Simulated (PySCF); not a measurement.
Molecule: Cyclopentanone, C₅H₈O.

Cartesian coordinates in Å; atom numbers follow the order of the lines, from 1:
```xyz
14

O    -0.400    2.522   -0.091
C    -0.212    1.336   -0.047
C     1.141    0.641   -0.136
C     0.868   -0.806    0.264
C    -0.574   -1.050   -0.201
C    -1.285    0.264    0.106
H     1.463    0.711   -1.190
H     1.895    1.174    0.461
H     0.926   -0.909    1.361
H     1.584   -1.522   -0.165
H    -0.586   -1.237   -1.289
H    -1.038   -1.923    0.280
H    -2.164    0.496   -0.512
H    -1.618    0.301    1.159
```

Spin–spin couplings on one PBE0-D3(BJ)/def2-SVP geometry, PySCF, gas phase, non-relativistic, equivalent pairs averaged (without the spin–dipole term); isotopes ¹³C; basis pcJ-1.

Reference values (Hz): ¹J(C2,C3) = 37.2 (measured; liquid or solution; F. J. Weigert, PhD thesis, Caltech 1968 (Carbon-13 magnetic resonance spectroscopy)); ¹J(C3,C4) = 34.4 (measured; liquid or solution; F. J. Weigert, PhD thesis, Caltech 1968 (Carbon-13 magnetic resonance spectroscopy)).

**Question.** How do the couplings (Hz) change with the functional? Times are CPU seconds on shared hosts with different chips, so compare them loosely.

**Answer.** 
| functional | functions | ¹J(C2,C3) | ¹J(C3,C4) | mean abs. error | core-s |
| --- | --- | --- | --- | --- | --- |
| HF | 242 | 70.1 | 62.9 | 30.7 | 40 |
| LDA | 242 | 24.7 | 22.9 | 12.0 | 33 |
| PBE | 242 | 32.6 | 31.4 | 3.8 | 46 |
| KT2 | 242 | 23.8 | 23.4 | 12.2 | 47 |
| B3LYP | 242 | 38.9 | 37.3 | 2.3 | 54 |
| PBE0 | 242 | 37.6 | 35.6 | 0.8 | 50 |
| B97-2 | 242 | 36.8 | 35.0 | 0.5 | 49 |
| BHandHLYP | 242 | 47.6 | 45.1 | 10.5 | 46 |
| CAM-B3LYP | 242 | 39.3 | 37.1 | 2.4 | 72 |

Errors compare magnitudes, without vibrational corrections, and the largest couplings weigh most in the mean. Closest: B97-2; furthest: HF.
